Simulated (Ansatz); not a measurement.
Ansatz (a program for electronic structure) input:

Ansatz 0.2 input:
```yaml
crystal:
  periodic: [false, false, false]
  atoms:
    - {symbol: F, position_ang: [-0.00000000, -0.00000000, -0.10164744]}
    - {symbol: H, position_ang: [0.00000000, 0.00000000, 0.91482694]}
basis:
  gaussian:
    orbitals: def2-TZVPD
hamiltonian:
  xc: {name: B2PLYP}
total_charge: 1
magnetization: {spin_polarized: true, initial_magnetization: 1}
correlation: {electrons: outside_noble_gas}
```

Task: Predict the final energy.

Result: -99.84969 Eh (B2PLYP/def2-TZVPD). The basis has 49 functions.
